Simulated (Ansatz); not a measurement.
Ansatz (a quantum-chemistry and plane-wave program) input (PBE/aug-cc-pVTZ):

Ansatz 0.2 input:
```yaml
crystal:
  periodic: [false, false, false]
  atoms:
    - {symbol: F, position_ang: [-0.00000000, -0.00000000, -0.69824324]}
    - {symbol: F, position_ang: [0.00000000, 0.00000000, 0.69824324]}
basis:
  gaussian:
    orbitals: aug-cc-pVTZ
    final_grid: {core_spheres: 6, valence_spheres: 5, degree: 17}
hamiltonian:
  xc: {name: PBE}
magnetization: {spin_polarized: false}
```

Output:

```
Functional definition: PBE
integrals: 0.01 GiB planned
412 factors; their error is unknown
mean field: 0.12 GiB planned
mean field evaluation 1: about -5426.0716 eV, gradient 1.7e1 eV
mean field evaluation 2: about -5426.1919 eV, gradient 1.3e1 eV
mean field evaluation 4: about -5426.3716 eV, gradient 7.4e-1 eV
mean field evaluation 8: about -5426.3581 eV, gradient 9.0e-4 eV
mean field -5426.35810316 eV, -199.4149821735 hartree, gradient 4.7e-5 eV, S^2 0.000000; 0 other end points of the search recorded, 0 dependent functions left out
reference -5426.35815181 eV, -199.4149839614 hartree; 9, 9 occupied and 83, 83 virtual orbitals, 412 factors
Total energy: -5426.35815181 eV, -199.4149839614 hartree
```
